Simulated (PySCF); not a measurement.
Reaction (SMILES): C=CC → [CH-]=CC + H+
B3LYP-D3(BJ)/def2-TZVP geometries, fixed; electronic energies without zero-point terms.
Largest species:
```
C
C 1 1.3267
H 2 1.0824 1 121.67
H 2 1.0845 3 116.84 1 180.00
H 1 1.0871 2 118.81 3 0.00
C 1 1.4957 5 116.00 2 180.00
H 6 1.0909 1 111.47 5 -180.00
H 6 1.0939 7 108.29 1 -122.37
H 6 1.0939 7 108.29 8 -115.25
```
Charge 0, spin multiplicity 1.

Effect of the auxiliary basis of density fitting at PBE0/def2-SVP with PySCF, against the last row, where the deprotonation energy is 427.12 kcal/mol. The proton leaves the site shown, which need not be the most acidic.

```
setting                                fitting functions, largest species  largest shift of a total energy (mEh)  shift of the deprotonation energy (kcal/mol)
-------------------------------------  ----------------------------------  -------------------------------------  --------------------------------------------
density fitting: autoaux                                              453                                  0.017                                         0.004
density fitting: def2-universal-jkfit                                 333                                 -0.042                                         0.002
density fitting: cc-pvtz-jkfit                                        417                                 -0.048                                        -0.002
density fitting: cc-pvqz-jkfit                                        624                                 -0.027                                        -0.001
density fitting: none                                                   -                                  0.000                                         0.000
```

Within 0.02 kcal/mol in the deprotonation energy: density fitting: autoaux; density fitting: def2-universal-jkfit; density fitting: cc-pvtz-jkfit; density fitting: cc-pvqz-jkfit. The largest shift is 0.048 mEh in a total energy and 0.004 kcal/mol in the difference.
